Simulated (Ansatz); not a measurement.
in.yaml

```yaml
crystal:
  periodic: [false, false, false]
  atoms:
    - {symbol: Ge, position_ang: [-0.010654, -0.003089, 1.035778]}
    - {symbol: O, position_ang: [-0.011487, -0.383808, -0.714985]}
    - {symbol: Si, position_ang: [0.036477, 0.172966, -2.321404]}
    - {symbol: H, position_ang: [-0.066300, 1.495385, 1.387148]}
basis:
  gaussian: {orbitals: STO-3G}
magnetization: {spin_polarized: false, initial_magnetization: 3}
correlation: {method: ccsdt_q_b, electrons: outside_noble_gas}
```

```sh
$ ansatz run in.yaml --threads 1 --pin off --events-out ev --progress --plain --max-ram 2393MiB
```

(1) Roughly how long does this take on 1 thread of AMD EPYC 7R43, shared host, and how much host memory?

```
494 factors; integrals over basis functions are off by at most 3.6e-8 eV
mean field evaluation 1: about -65621.9539 eV, gradient 1.9e1 eV
mean field evaluation 2: about -65622.0169 eV, gradient 1.9e1 eV
mean field evaluation 4: about -65623.8945 eV, gradient 2.9e0 eV
mean field evaluation 8: about -65623.9817 eV, gradient 4.5e-4 eV
mean field evaluation 16: about -65623.8343 eV, gradient 2.9e0 eV
mean field evaluation 32: about -65622.3158 eV, gradient 2.5e0 eV
mean field evaluation 64: about -65621.3916 eV, gradient 2.5e-1 eV
mean field evaluation 96: about -65621.5327 eV, gradient 4.3e-2 eV
mean field evaluation 128: about -65621.1662 eV, gradient 7.6e-1 eV
mean field evaluation 160: about -65621.8725 eV, gradient 1.1e-1 eV
...
mean field -65623.98077648 eV, -2411.6368120038 hartree, gradient 2.6e-6 eV, S^2 3.750000; 13 other end points of the search recorded, 0 dependent functions left out
...
determinant -65623.98077648 eV, -2411.6368120038 hartree, with singles and doubles -65627.03079506 eV, -2411.7488981194 hartree
determinant -65623.78791762 eV, -2411.6297245713 hartree, with singles and doubles -65626.68051287 eV, -2411.7360254861 hartree
determinant -65621.87138872 eV, -2411.5592934336 hartree, with singles and doubles -65625.18100273 eV, -2411.6809195052 hartree
determinant -65621.53738530 eV, -2411.5470190340 hartree, with singles and doubles -65623.71210472 eV, -2411.6269384988 hartree
determinant -65621.38064987 eV, -2411.5412591132 hartree, with singles and doubles -65623.57030991 eV, -2411.6217276358 hartree
determinant -65621.13456203 eV, -2411.5322155519 hartree, with singles and doubles -65624.49614431 eV, -2411.6557514223 hartree
determinant -65623.98077648 eV, -2411.6368120038 hartree, with singles and doubles -65627.03799094 eV, -2411.7491625629 hartree
determinant -65623.78791762 eV, -2411.6297245713 hartree, with singles and doubles -65626.68202652 eV, -2411.7360811120 hartree
...
20 core orbitals not correlated, not the lowest: weight in the atoms' cores, before any rotation towards them, 0.861 or more for the frozen orbitals, at most 0.125 for the correlated occupied ones
reference -65623.98077648 eV, -2411.6368120038 hartree; 9, 6 occupied and 4, 7 virtual orbitals, 494 factors
second order -2.47610619 eV of doubles, -0.01511661 eV of singles
...
cycle  22  -3.33165010 eV  change   -1.8e-5 eV  update   3.1e-5
cycle  23  -3.33167094 eV  change   -2.1e-5 eV  update   2.4e-5
cycle  24  -3.33167864 eV  change   -7.7e-6 eV  update   1.5e-5
cycle  25  -3.33167962 eV  change   -9.9e-7 eV  update   1.0e-5
cycle  26  -3.33168062 eV  change   -1.0e-6 eV  update   6.9e-6
cycle  27  -3.33168680 eV  change   -6.2e-6 eV  update   4.7e-6
cycle  28  -3.33168989 eV  change   -3.1e-6 eV  update   3.3e-6
cycle  29  -3.33168994 eV  change   -4.7e-8 eV  update   2.2e-6
cycle  30  -3.33169116 eV  change   -1.2e-6 eV  update   1.7e-6
cycle  31  -3.33169070 eV  change    4.6e-7 eV  update   1.3e-6
perturbative correction 0.02417776 eV, 0.0008885162 hartree
Total energy: -65627.28828942 eV, -2411.7583608624 hartree
```

Answers

(1) 8.5 s wall and 0.13 GiB.
